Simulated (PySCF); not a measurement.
Here is a computed PBE0-D3(BJ)/def2-SVP geometry (Å):
```
atom  x, y, z in Å
F1     0.3935    1.0258   -1.3551
C2    -0.1879    0.0158   -0.6920
F3    -1.5113    0.1540   -0.8583
F4     0.1429   -1.1106   -1.3993
C5     0.2400   -0.0929    0.7455
S6    -0.1639    1.3288    1.7727
H7     1.3291   -0.3069    0.6807
H8    -0.2211   -1.0443    1.0884
```

Charge -1, singlet.

Question: Which heavy atoms are bonded, and with what formal order?

Answer: F1–C2 1.34 Å (single); C2–F3 1.34 Å (single); C2–F4 1.37 Å (single); C2–C5 1.50 Å (single); C5–S6 1.80 Å (single). Bonds to hydrogen (Å): C5–H7 1.11; C5–H8 1.11.

Question: Write the SMILES.

Answer: `FC(F)(F)C[S-]`, [C2H2F3S]-. Among its features: CF3 group and C–F bond.

Question: What is the point group of this geometry?

Answer: Cs (every atom within 0.08 Å of its image).

Question: Describe the place of each heavy atom.

Answer: F1/F3/F4: fluorine of a CF3 group; C2: CF3 carbon; C5: sp3 carbon bound to sulfur; S6: thiolate sulfur.

Question: What is the arrangement about C5?

Answer: It has 4 neighbours (C2, S6, H7, H8) and is distorted tetrahedral (angles from 103.7° to 115.1°).

Question: What is the arrangement about C2?

Answer: It has 4 neighbours (F1, F3, F4, C5) and is distorted tetrahedral (angles from 105.0° to 114.0°).
